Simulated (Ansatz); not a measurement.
Zinc-blende MgTe (metastable phase), treated with PBE-D3(BJ) (Ansatz, a quantum-chemistry and plane-wave program, plane waves, PAW).

Run with plane-wave cutoff 520 eV, 10×10×10 k mesh, Fermi–Dirac smearing 0.01 eV, scalar-relativistic PAW data made under PBE.

A third-order Birch–Murnaghan fit to the energies gives V0 = 32.938 Å³/atom, B0 = 37.5 GPa, B′ = 4.2.

```
V (Å³/atom)  P (GPa)
-----------  -------
30.960           ___
31.619         1.671
32.278           ___
32.937         0.001
33.595           ___
34.254           ___
34.913        -1.936
```

**Question.** Estimate the withheld pressures from this fit; the answers are the runs' own values.

**Answer.** 
- 30.960, P (GPa): 2.645
- 32.278, P (GPa): 0.793
- 33.595, P (GPa): -0.713
- 34.254, P (GPa): -1.356

The formula P = (3/2) B0 (x^(7/3) − x^(5/3)) [1 + (3/4)(B′ − 4)(x^(2/3) − 1)] with x = V0/V meets the computed pressures within 0.01 GPa when these rounded values are put in.

Measured, for comparison: equilibrium volume per atom 33.08 Å³/atom (room temperature, no zero-point or thermal correction, from epitaxial CdTe/MgTe superlattices; as tabulated in Lucero et al. (2012), arXiv:1111.4515). Computed (rounded) less measured: equilibrium volume per atom -0.4 %. A static lattice is as a rule a little smaller and stiffer than an uncorrected measurement, which narrows the difference in the equilibrium volume per atom and would widen misses of the other sign.

Spin–orbit coupling is not included.

The computed numbers hold no vibrational or temperature effects.
